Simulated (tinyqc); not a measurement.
Hueckel theory of the pi electrons, for the molecule O=CC=O (SMILES; centres numbered as the heavy atoms are written), step by step. Computed by tinyqc, a small Python program that keeps every step. Settings: charge = 0. Command: `OMP_NUM_THREADS=1 python tinyqc.py 23763 23764 out.jsonl` (the two numbers bound the seeds that draw the settings). One thread of a shared host (Intel(R) Xeon(R) Processor @ 2.60GHz), about 0.01 s of CPU time with the checks.

## The Hueckel matrix

Centres:
```
centre  z_r, pi electrons of the neutral centre        h
1O                                            1  1.02000
2C                                            1  0.00000
3C                                            1  0.00000
4O                                            1  1.02000
```

Bonds:
```
i  j  k
1  2  1
2  3  1
3  4  1
```

H_rr = alpha + h_r beta, H_rs = k_rs beta for bonded centres.

Hueckel matrix in units of beta (H = alpha + beta A), order 1O, 2C, 3C, 4O:
$$\begin{pmatrix}
1.02000 & 1.00000 & 0.00000 & 0.00000 \\
1.00000 & 0.00000 & 1.00000 & 0.00000 \\
0.00000 & 1.00000 & 0.00000 & 1.00000 \\
0.00000 & 0.00000 & 1.00000 & 1.02000
\end{pmatrix}$$

## Orbitals

pi electrons, sum of z_r less the charge = 4

Diagonalise; E = alpha + x beta with beta < 0, so the largest x are filled first; degenerate levels share their electrons. P = sum n_i c_ri c_si; each orbital has its largest coefficient positive (the first on a tie).

x values: [2.01005, 1.43130, 0.00995, -1.41130]

occupations: [2.00000, 2.00000, 0.00000, 0.00000]

coefficients, order 1O, 2C, 3C, 4O:
$$\begin{pmatrix}
0.50249 & 0.65395 & -0.49749 & -0.26897 \\
0.49749 & 0.26897 & 0.50249 & 0.65395 \\
0.49749 & -0.26897 & 0.50249 & -0.65395 \\
0.50249 & -0.65395 & -0.49749 & 0.26897
\end{pmatrix}$$

charge and bond-order matrix P, order 1O, 2C, 3C, 4O:
$$\begin{pmatrix}
1.36031 & 0.85177 & 0.14818 & -0.35031 \\
0.85177 & 0.63969 & 0.35031 & 0.14818 \\
0.14818 & 0.35031 & 0.63969 & 0.85177 \\
-0.35031 & 0.14818 & 0.85177 & 1.36031
\end{pmatrix}$$

## Energy, charges, bond orders

E = sum n x; q_r = z_r - P_rr; bond order p = P_rs; free valence = sqrt(3) - sum of p over the bonds of the atom.

pi energy = 4 alpha + this times beta = 6.88270

pi charges: 1O -0.36031, 2C 0.36031, 3C 0.36031, 4O -0.36031

Bond orders and lengths from R = 1.517 - 0.180 p (angstrom, C-C alone):
```
bond        p        R
1-2   0.85177        -
2-3   0.35031  1.45394
3-4   0.85177        -
```

free valence of the carbons: 2C 0.52998, 3C 0.52998

gap between the highest filled and the next level = 1.42135 |beta|
